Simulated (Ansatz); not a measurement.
# C₄H₆F₂: up Jacob's ladder to CCSD(T)

The task here is to estimate one member of a computed series from the others.

Method: functionals in def2-TZVPP, the program's frozen cores in correlated methods; program: Ansatz 0.2.0, Gaussian basis.

The runs, in order: LDA (SPW92), PBE-D4, revPBE-D4, BLYP-D4, r2SCAN-D4, B97M-V, PBE0-D4, B3LYP-D4, r2SCANh-D4, r2SCAN0-D4, HSE06-D4, BHLYP-D4, CAM-B3LYP-D4, LC-ωPBE, ωB97X-V, ωB97M-V, B2PLYP, PBE-QIDH; CCSD(T)/def2-SVP; CCSD(T)/def2-TZVPP; MP2/def2-QZVPP; extrapolation to the limit; RPA on PBE.

## Structure used throughout

An earlier PBE0-D4 in a triple-zeta def2 set relaxation fixed the geometry.

12 atoms, charge 0, spin multiplicity 1.

Atoms are counted from 1 here; the program's logs count them from 0.

Bond lengths: C1–C2 1.525 Å, C1–H7 1.091 Å, C1–H8 1.092 Å, C1–H9 1.091 Å, C2–C3 1.480 Å, C2–H10 1.096 Å, C2–H11 1.091 Å, C3–F4 1.347 Å, C3–C5 1.323 Å, C5–F6 1.340 Å, C5–H12 1.082 Å. Angles: C2–C1–H7 110.5°, C2–C1–H8 110.9°, C2–C1–H9 111.0°, H7–C1–H8 108.2°, H7–C1–H9 108.0°, H8–C1–H9 108.1°, C1–C2–C3 112.8°, C1–C2–H10 109.8°, C1–C2–H11 110.8°, C3–C2–H10 108.1°, C3–C2–H11 108.1°, H10–C2–H11 107.1°, C2–C3–F4 114.5°, C2–C3–C5 128.5°, F4–C3–C5 117.0°, C3–C5–F6 121.0°, C3–C5–H12 124.6°, F6–C5–H12 114.5°.

The first run:

File in.yaml:

```yaml
crystal:
  periodic: [false, false, false]
  atoms:
    - {symbol: C, position_ang: [0.042494, -0.780123, -1.428537]}
    - {symbol: C, position_ang: [0.714246, -0.161384, -0.206690]}
    - {symbol: C, position_ang: [-0.221486, 0.037123, 0.922562]}
    - {symbol: F, position_ang: [-0.753686, -1.098468, 1.413895]}
    - {symbol: C, position_ang: [-0.597528, 1.171110, 1.491073]}
    - {symbol: F, position_ang: [-0.120720, 2.347756, 1.063752]}
    - {symbol: H, position_ang: [0.772185, -0.943485, -2.223621]}
    - {symbol: H, position_ang: [-0.741751, -0.125857, -1.814567]}
    - {symbol: H, position_ang: [-0.409359, -1.742231, -1.181840]}
    - {symbol: H, position_ang: [1.529861, -0.808382, 0.136105]}
    - {symbol: H, position_ang: [1.154483, 0.805858, -0.455686]}
    - {symbol: H, position_ang: [-1.291839, 1.242683, 2.317555]}
basis:
  gaussian: {orbitals: def2-TZVPP}
hamiltonian: {xc: lda}
output: {orbitals: {seedname: orbitals}}
```

Steps of the session up to this table: LDA; PBE-D4 (GGA); revPBE-D4 (GGA); BLYP-D4 (GGA); r2SCAN-D4 (meta-GGA); B97M-V (meta-GGA); PBE0-D4 (hybrid); B3LYP-D4 (hybrid); r2SCANh-D4 (hybrid); r2SCAN0-D4 (hybrid); HSE06-D4 (hybrid); BHLYP-D4 (hybrid); CAM-B3LYP-D4 (range-separated); LC-ωPBE (range-separated); ωB97X-V (range-separated); ωB97M-V (range-separated); B2PLYP (double hybrid); PBE-QIDH (double hybrid).

One of the session's tables, all rows but one given; the rest of the session is left out.

It belongs to the step «Frontier levels by functional». 

| functional | HOMO (eV) | LUMO (eV) | gap (eV) |
| --- | --- | --- | --- |
| LDA (SPW92) | -6.00 | -0.75 | 5.25 |
| PBE-D4 | -5.79 | -0.50 | 5.29 |
| revPBE-D4 | -5.71 | -0.40 | 5.31 |
| BLYP-D4 | -5.69 | -0.42 | 5.27 |
| r2SCAN-D4 | -6.02 | -0.24 | 5.78 |
| B97M-V | ? | ? | ? |
| PBE0-D4 | -7.11 | 0.49 | 7.60 |
| B3LYP-D4 | -6.91 | 0.20 | 7.11 |
| r2SCANh-D4 | -6.52 | 0.12 | 6.64 |
| r2SCAN0-D4 | -7.26 | 0.66 | 7.92 |
| HSE06-D4 | -6.70 | 0.11 | 6.81 |
| BHLYP-D4 | -8.32 | 1.46 | 9.78 |
| CAM-B3LYP-D4 | -8.52 | 1.53 | 10.05 |
| LC-ωPBE | -9.84 | 2.79 | 12.63 |
| ωB97X-V | -9.47 | 2.68 | 12.15 |
| ωB97M-V | -9.38 | 2.44 | 11.82 |

Estimate the missing values for B97M-V.

As computed: HOMO (eV): -6.11; LUMO (eV): -0.24; gap (eV): 5.87. In the column «HOMO (eV)» it lies between r2SCANh-D4 (-6.52) and r2SCAN-D4 (-6.02).
